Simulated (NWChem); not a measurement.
**Total energies of N$_{2}$ (+1)**

```xyz
2

N      0.0000     0.0000     0.5566
N      0.0000     0.0000    -0.5566
```
Charge +1, spin multiplicity 2.

The numbers come from NWChem runs, not from measurements. Structure: optimised with UB3LYP/def2-SVP, a minimum by its harmonic frequencies.

Basis set: def2-QZVP (114 functions).

```tsv
method	total energy (Ha)	relative cost
UHF	-108.41602	1
UMP2	-108.82607	under 3
UB2PLYP	-108.94502	under 3
UPBE	-108.89412	under 3
UB3LYP	-108.99770	under 3
UM06-2X	-108.95147	under 3
```

Total energies of different functionals aren't comparable as a measure of quality: only differences taken within one method are. Relative cost: rough, from shared machines, SCF included, UHF = 1.

The correlated methods keep 2 core orbitals frozen. B3LYP has NWChem's definition, with VWN1-RPA local correlation. The structure started from a generated list of species. The unpaired electrons of the parent sit in orbitals of symmetry ag (D2h labels of the run); other states weren't searched. No SCF solution was tested for a lower state. Open-shell Hartree-Fock references start from PBE0 orbitals; any time given for them includes that run.
